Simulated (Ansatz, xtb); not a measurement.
# A geometry optimisation of H3NO2S with r2SCAN-D4/def2-SVP

The starting geometry of this gas-phase singlet has its atoms placed at random.

```json
{"atom": "N", "x (Å)": "-1.0200", "y (Å)": "1.0790", "z (Å)": "0.1283"}
{"atom": "O", "x (Å)": "0.7980", "y (Å)": "-0.4757", "z (Å)": "0.0570"}
{"atom": "O", "x (Å)": "-1.1229", "y (Å)": "-0.5497", "z (Å)": "-0.4315"}
{"atom": "S", "x (Å)": "0.6099", "y (Å)": "-0.2629", "z (Å)": "-1.9651"}
{"atom": "H", "x (Å)": "-1.2635", "y (Å)": "1.9266", "z (Å)": "-0.1713"}
{"atom": "H", "x (Å)": "-0.9294", "y (Å)": "1.4372", "z (Å)": "0.9678"}
{"atom": "H", "x (Å)": "0.2379", "y (Å)": "0.0740", "z (Å)": "-0.2377"}
```

Problem. Guess where an optimisation with r2SCAN-D4/def2-SVP ends from this start.

Solution. It ends as `NOSO`. Distances that change by over a tenth: N1–H5 (0.93 → 1.03 Å), N1–H6 (0.92 → 1.03 Å), O2–H7 (0.84 → 0.97 Å). Contacts that close: N1–O3 (1.73 → 1.46 Å), O2–S4 (2.04 → 1.66 Å), O3–S4 (2.33 → 1.66 Å).

The energy falls by 10.01 eV over 18 steps:

| step | E − E(last) (eV) |
| --- | --- |
| 1 | 10.008 |
| 3 | 2.886 |
| 5 | 0.912 |
| 7 | 0.491 |
| 9 | 0.276 |
| 10 | 0.149 |
| 12 | 0.036 |
| 14 | 0.005 |
| 16 | 0.000 |
| 18 | 0.000 |

Final geometry (Å):

```xyz
7

N    -1.1623    1.3063    0.0858
O     1.2851   -0.7488   -0.3195
O    -1.2074   -0.0006   -0.5686
S     0.1569   -0.3055   -1.4601
H    -1.9096    1.8247   -0.3898
H    -1.5518    1.0795    1.0066
H     1.6992    0.0729   -0.0070
```

From the same start GFN2-xTB reaches the same bonding as this run.

From so rough a start the end depends on the optimiser's path, so another program may land elsewhere. The end wasn't checked by frequencies. Run with Ansatz 0.2.0, 23 s on 2 threads of Arm Neoverse V2, with other jobs on the host.
